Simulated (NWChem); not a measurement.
**CH3AlCl (SMILES [CH3][Al][Cl]) at USVWN5/6-311+G(d,p) (density fitting with ahlrichs coulomb fitting)**

Aim: the vertical ionisation energy of CH3AlCl at USVWN5/6-311+G** (density fitting with ahlrichs coulomb fitting), from 2 runs. 

The calculation is run with NWChem 7.3.0.

## (1) The structure to begin with

CH3AlCl has 6 atoms, charge 0, and is taken as a doublet. SMILES: `[CH3][Al][Cl]`. The coordinates come from a PBE0-D4/def2-TZVP relaxation.

Bond lengths: C1–Al2 1.964 Å, Al2–Cl3 2.122 Å, C1–H4 1.093 Å, C1–H5 1.094 Å, C1–H6 1.094 Å. Angles: C1–Al2–Cl3 117.4°, Al2–C1–H4 110.2°, Al2–C1–H5 110.4°, Al2–C1–H6 110.4°, H4–C1–H5 109.1°, H4–C1–H6 109.1°, H5–C1–H6 107.5°.

## (2) A single-point energy at USVWN5/6-311+G(d,p) (density fitting with ahlrichs coulomb fitting)

File geom.nw:

```
start geom
title "CH3AlCl SVWN5"
memory total 2200 mb

geometry noautosym nocenter noautoz
  C       -0.441400       0.449000      -0.287200
  Al       0.123100      -1.352900       0.254500
  Cl       2.028600      -1.546300       1.168800
  H        0.335300       1.177300      -0.041400
  H       -1.368200       0.727800       0.222100
  H       -0.635200       0.481000      -1.363100
end

basis spherical bse
  * library 6-311+G**
end

basis "cd basis" spherical
  * library "ahlrichs coulomb fitting"
end

dft
  xc slater vwn_5
  mult 2
  grid fine
  convergence energy 1e-08
  maxiter 100
  mulliken
  print low
end

task dft energy
```

Launch:

```sh
nwchem geom.nw > geom.out
```

The program printed:

```text
[...]
 d= 0,ls=0.0,diis     1   -739.6204920861 -8.56D+02  9.14D-03  1.17D+00     0.9
[...]
 d= 0,ls=0.0,diis    11   -739.6910881478 -3.03D-09  5.45D-07  7.02D-10     4.1
[...]
         Total DFT energy =     -739.691088147808
      One electron energy =    -1256.639707379277
           Coulomb energy =      451.221565749184
    Exchange-Corr. energy =      -50.423291974734
 Nuclear repulsion energy =      116.150345457020
[...]
      Total Density - Mulliken Population Analysis
     ---------------------------------------------
    Atom       Charge   Shell Charges
 -----------   ------   -------------------------------------------------------
    1 C    6     6.80   1.09  0.90  0.67  0.74  1.50  0.60  1.24  0.02  0.03  0.02
    2 Al  13    12.64   0.78  1.19  0.96  1.03  0.90  0.46  2.14  3.75  0.56  0.53  0.16  0.12 -0.08  0.15
    3 Cl  17    17.18   0.77  1.19  0.88  1.11  1.02  1.02  7.44 -1.53  1.12  2.90  1.51 -0.11 -0.13  0.01
    4 H    1     0.78   0.25  0.44  0.07  0.02
    5 H    1     0.79   0.25  0.44  0.07  0.02
    6 H    1     0.79   0.25  0.44  0.07  0.02
[...]
      <S2> =      0.7512 (Exact =     0.7500)
[...]
```

It took 4.8 s on 1 thread of Intel Xeon 6975P-C (Granite Rapids), shared host; peak memory 0.12 GiB.

## (3) The singlet cation

File ch3alcl.xyz:

```xyz
6

C     -0.441400     0.449000    -0.287200
Al     0.123100    -1.352900     0.254500
Cl     2.028600    -1.546300     1.168800
H      0.335300     1.177300    -0.041400
H     -1.368200     0.727800     0.222100
H     -0.635200     0.481000    -1.363100
```

File ch3alcl.nw:

```
START ch3alcl
memory stack 880 mb heap 220 mb global 1100 mb
charge 1

GEOMETRY noautosym nocenter noautoz
  load format xyz ch3alcl.xyz
END

BASIS "ao basis" spherical bse
  * library 6-311+G**
END

BASIS "cd basis" spherical
  * library "ahlrichs coulomb fitting"
END

DFT
  xc slater vwn_5
  grid fine
  convergence energy 1e-08
  iterations 100
  mulliken
  noprint "final vectors analysis"
END

TASK dft
```

Launch:

```sh
nwchem ch3alcl.nw > ch3alcl.out
```

The program printed:

```text
[...]
          Wavefunction type:  closed shell.
          No. of atoms     :     6
          No. of electrons :    38
[...]
          Charge           :     1
          Spin multiplicity:     1
[...]
          AO basis - number of functions:   100
[...]
              XC Information
              --------------
                        Slater Exchange Functional  1.000 local
                      VWN V Correlation Functional  1.000 local
[...]
 d= 0,ls=0.0,diis     1   -739.1886012948 -8.55D+02  2.98D-02  9.22D+00     0.7
[...]
 d= 0,ls=0.0,diis    14   -739.4032477873 -1.77D-10  7.77D-08  5.03D-11     3.1
         Total DFT energy =     -739.403247787307
      One electron energy =    -1247.521772625398
           Coulomb energy =      442.106587427984
    Exchange-Corr. energy =      -50.138408046913
 Nuclear repulsion energy =      116.150345457020
[...]
      Total Density - Mulliken Population Analysis
     ---------------------------------------------
    Atom       Charge   Shell Charges
 -----------   ------   -------------------------------------------------------
    1 C    6     6.81   1.09  0.90  0.66  0.75  1.50  0.62  1.18  0.09  0.01  0.02
    2 Al  13    12.06   0.78  1.19  0.96  1.03  0.97  0.12  2.14  3.75  0.50  0.45  0.02  0.14 -0.13  0.14
    3 Cl  17    16.97   0.77  1.19  0.88  1.11  1.04  1.01  7.44 -1.53  1.10  2.86  1.34 -0.10 -0.15  0.01
    4 H    1     0.71   0.25  0.42  0.02  0.02
    5 H    1     0.73   0.25  0.43  0.02  0.02
    6 H    1     0.73   0.25  0.43  0.03  0.02
[...]
```

Wall time 3.9 s (1 thread of Intel Xeon 6975P-C (Granite Rapids), shared host); peak memory 0.12 GiB.

## (4) Results

At USVWN5/6-311+G** (density fitting with ahlrichs coulomb fitting):

```
                                          quantity          value
                     doublet CH3AlCl: total energy  -739.69109 Eh
                             doublet CH3AlCl: ⟨S²⟩          0.751
                      singlet cation: total energy  -739.40325 Eh
vertical ionisation energy (to the singlet cation)       7.833 eV
```

The vertical ionisation energy comes to 7.83 eV (756 kJ/mol). Only the singlet of the ionised species was computed; a triplet could lie lower. Mulliken charges (doublet CH3AlCl) run from -0.80 on C1 to +0.36 on Al2; in a basis this large or diffuse they mean little. Mulliken charges (singlet cation) run from -0.81 on C1 to +0.94 on Al2; in a basis this large or diffuse they mean little.
